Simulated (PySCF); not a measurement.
The vertical singlet excitations below were computed for one of the candidates. Level of theory: TDDFT CAM-B3LYP/def2-SVPD, vertical, gas phase, core orbitals frozen in the response (PySCF). Geometries: PBE0-D3(BJ)/def2-SVP, one conformer each. Ions are computed without counter-ions or solvent.

| state | λ (nm) | f |
| --- | --- | --- |
| S1 | 174.4 | 0.038 |
| S2 | 164.0 | 0.267 |
| S3 | 152.6 | 0.014 |
| S4 | 148.4 | 0.0003 |
| S5 | 138.8 | 0.024 |
| S6 | 136.2 | 0.017 |
| S7 | 134.6 | 0.022 |
| S8 | 129.8 | 0.021 |
| S9 | 128.6 | 0.0088 |
| S10 | 128.5 | 0.027 |

Triplets computed (Tamm–Dancoff): 4.38, 7.04, 7.82, 7.98 eV.

Orbital energies (eV): HOMO-3 -17.56, HOMO-2 -17.31, HOMO-1 -15.91, HOMO -13.47, LUMO -3.37, LUMO+1 -3.12, LUMO+2 -2.36.

Question: Which candidate is it? All have the formula [C5H12N]+.
A. `C[N+]1(C)CCC1`
B. `C[NH2+]C1CCC1`
C. `C1[NH+](CCC1)C`
D. `C=CC[NH+](C)C`

Answer: D. Its S1, at 7.11 eV, is the lowest among the candidates; the nearest of the others has S1 at 8.54 eV. S1 is HOMO→LUMO (91%). Löwdin shares by element: HOMO carbon 84% or more (atoms not listed hold the other 16%); LUMO carbon 31% or more, hydrogen 18% or more (atoms not listed hold the other 52%). At the same level the other candidates give, for their lowest levels:
- `C[N+]1(C)CCC1`: 128 nm (f 0.031); 128 nm (f 0.003); 122 nm (f 0.001); 121 nm (f 0.001); 120 nm (f 0.010); T1 9.33 eV; HOMO -15.95, LUMO -3.00 eV
- `C[NH+]1CCCC1`: 141 nm (f 0.001); 129 nm (f 0.015); 129 nm (f 0.005); 124 nm (f 0.004); 122 nm (f 0.012); T1 8.58 eV; HOMO -15.28, LUMO -3.46 eV
- `C[NH2+]C1CCC1`: 145 nm (f 0.006); 144 nm (f 0.016); 138 nm (f 0.028); 134 nm (f 0.021); 134 nm (f 0.026); T1 8.41 eV; HOMO -14.86, LUMO -3.61 eV

Conformer computed: `[CH2:1]=[CH:2][CH2:3][NH+:4]([CH3:5])[CH3:6]`: C1–C2–C3–N4 -13°, C2–C3–N4–C5 160°.
